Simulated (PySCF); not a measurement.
# TDDFT excited states: C4H8N2

Compound: C₄H₈N₂.
InChI=1S/C4H8N2/c1-5-6-4-2-3-4/h4,6H,1-3H2

Method: TDDFT PBE0/def2-SVPD, vertical, gas phase, core orbitals frozen in the response (PySCF 2.14.0, density-fitted response routines). Isolated species at its GFN2-xTB geometry (one conformer only). Torsions of this conformer, `[CH2:1]=[N:2][NH:3][CH:4]1[CH2:5][CH2:6]1`: C1–N2–N3–C4 -166°, N2–N3–C4–C5 -168°.

Question: List the vertical singlet excitations with oscillator strengths and describe the spectrum.

Answer: 

```csv
state,E (eV),λ (nm),ν̃ (cm⁻¹),f,"main configurations (H = HOMO, L = LUMO)"
S1,5.44,227.9,43890,0.140,"H→L (56%), H→L+1 (39%)"
S2,5.58,222.2,45010,0.176,"H→L+1 (52%), H→L (40%)"
S3,6.05,204.8,48830,0.0034,H-1→L (98%)
S4,6.12,202.5,49380,0.0067,H→L+2 (90%)
S5,6.31,196.5,50890,0.017,H→L+3 (95%)
S6,6.63,187.1,53440,0.0018,H→L+4 (96%)
S7,7.03,176.3,56730,0.0002,H→L+5 (96%)
S8,7.57,163.8,61040,0.012,"H→L+6 (82%), H-1→L+1 (13%)"
```

Triplets (Tamm–Dancoff): T1 3.57 eV, H→L (91%); T2 5.03 eV, H-1→L (96%); T3 5.35 eV, H→L+1 (88%).

The lowest singlet lies at 5.44 eV (228 nm, ultraviolet) and is of moderate strength; its leading configuration is HOMO→LUMO (56%). The strongest level in the table is S2 at 5.58 eV (222 nm, f = 0.176). Löwdin shares by element: HOMO nitrogen 48%, carbon 30% or more (atoms not listed hold the other 22%); LUMO nitrogen 46%, carbon 30% or more, hydrogen 10% or more. The listed states span 2.13 eV, and the widest gap between neighbours is 0.53 eV (S7 to S8). The oscillator strengths of these states sum to 0.358; summed over the whole spectrum of an exact calculation they would give the number of electrons, 46 (Thomas–Reiche–Kuhn). Of the 8 states listed, 4 reach f = 0.01 and 1 stays under 0.0005. No computed singlet lies in the visible range (380 to 750 nm); the lowest, at 228 nm, stands 2.18 eV above its violet end (3.26 eV). The window holds the lowest 8 singlets.
